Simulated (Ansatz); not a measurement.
Geometry optimisation, RHF/def2-SVP (Ansatz 0.2.0).

input.yaml

```yaml
crystal:
  periodic: [false, false, false]
  atoms:
    - { symbol: Si, position_ang: [-0.1579, -0.001549, 0.243159] }
    - { symbol: "N", position_ang: [0.018465, 0.196466, 2.00507] }
    - { symbol: H, position_ang: [-0.816227, 0.314777, 2.550143] }
    - { symbol: H, position_ang: [0.735859, 0.815416, 2.335145] }
    - { symbol: H, position_ang: [1.175929, -0.103265, -0.369035] }
    - { symbol: H, position_ang: [-0.829775, 1.166813, -0.392438] }
    - { symbol: H, position_ang: [-1.014871, -1.171459, -0.027707] }
    - { symbol: P, position_ang: [1.558865, -2.853565, 0.992345] }
    - { symbol: H, position_ang: [0.826219, -2.728324, -0.19947] }
    - { symbol: H, position_ang: [2.602933, -1.986891, 0.613203] }
    - { symbol: H, position_ang: [0.845402, -1.899621, 1.752587] }
basis:
  gaussian: { orbitals: def2-SVP }
hamiltonian:
  xc: hf
relax:
  f_tol: 0.03
  max_steps: 50
output:
  orbitals: {}
```

Command:

```bash
$ ansatz run input.yaml --threads 1 --pin off --max-ram 2048MiB --backend cpu --events-out ev --progress --plain --runs-dir out
```

Where does it end, and by what steps?

The forces met the threshold. The force dipped under the threshold on the way, but the program's further checks kept it going. After 18 steps the energy has fallen by 0.464 eV; H9 moved furthest, 1.55 Å.

```tsv
step	energy less start (eV)	largest force component (eV/Å)	accepted
0	0.0000	1.101	yes
1	-0.2661	0.756	yes
2	-0.3875	0.497	yes
3	-0.4273	0.461	yes
4	-0.4371	0.434	yes
5	-0.4513	0.148	yes
6	-0.4535	0.075	yes
7	-0.4556	0.158	yes
8	-0.4571	0.137	yes
9	-0.4590	0.096	yes
10	-0.4598	0.135	yes
11	-0.4607	0.091	yes
12	-0.4618	0.060	yes
13	-0.4623	0.065	yes
14	-0.4627	0.060	yes
15	-0.4629	0.055	yes
16	-0.4633	0.036	yes
17	-0.4634	0.015	yes
18	-0.4635	0.022	yes
```

```xyz
11
Properties=species:S:1:pos:R:3
Si -0.619 0.784 0.116
N -0.111 0.356 1.711
H -0.771 0.014 2.384
H 0.629 0.858 2.163
H 0.586 0.941 -0.732
H -1.395 2.051 0.018
H -1.482 -0.302 -0.405
P 2.065 -3.540 1.521
H 1.439 -4.044 0.358
H 3.217 -3.067 0.854
H 1.387 -2.301 1.516
```

Whether the end is a true minimum wasn't checked by a vibrational analysis.

Run time: 29 s on 1 thread of Arm Neoverse V2 (shared host), peak memory 0.15 GiB.
